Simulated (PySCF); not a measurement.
Compound: C₅H₄O.
SMILES: `CC#CC=C=O`

Computed with TDDFT B3LYP/def2-SVPD, vertical, gas phase, core orbitals frozen in the response (PySCF). Geometry: PBE0-D3(BJ)/def2-SVP; no solvent, vibrations or thermal averaging.

Orbital energies (eV): HOMO-3 -11.79, HOMO-2 -8.89, HOMO-1 -7.47, HOMO -6.13, LUMO -1.60, LUMO+1 0.01, LUMO+2 0.28.

Lowest singlets, with some entries withheld (?).

```tsv
state	E (eV)	f	main configurations (H = HOMO, L = LUMO)
S1	3.12	?	H→L (98%)
S2	4.93	?	H-1→L (94%)
S3	5.40	?	H→L+2 (84%)
S4	5.67	?	H→L+4 (48%), H→L+3 (29%), H→L+2 (14%)
S5	5.88	?	H→L+1 (76%), H-1→L+4 (10%)
S6	5.99	?	H-2→L (46%), H→L+3 (44%)
S7	6.08	?	H-2→L (44%), H→L+4 (32%), H→L+3 (17%)
S8	6.13	?	H-1→L+1 (92%)
S9	6.83	?	H-1→L+2 (93%)
S10	6.84	?	H→L+5 (97%)
```

Task: Fill in the withheld entries.

Result: 
- S1: f = 0.0000
- S2: f = 0.0044
- S3: f = 0.0003
- S4: f = 0.0001
- S5: f = 0.343
- S6: f = 0.0016
- S7: f = 0.0002
- S8: f = 0.0004
- S9: f = 0.013
- S10: f = 0.0016

Task: What is the mean static polarisability from the same response equations?

Result: 67.2 au (9.95 Å³), with principal values 41.5, 52.2 and 107.7 au.

Task: Which level carries the most intensity, and what share of the listed sum of f?

Result: S5, with f = 0.343 of 0.365, 94%.

Task: How far apart are S1 and S5, in eV and cm⁻¹?

Result: 5.881 − 3.120 = 2.761 eV, or about 22270 cm⁻¹.

All these states lie below the vertical ionisation energy of 8.37 eV (ΔSCF).

Time: 38 s of wall time. Hardware: one thread of an x86-64 server, no GPU, on a shared host.
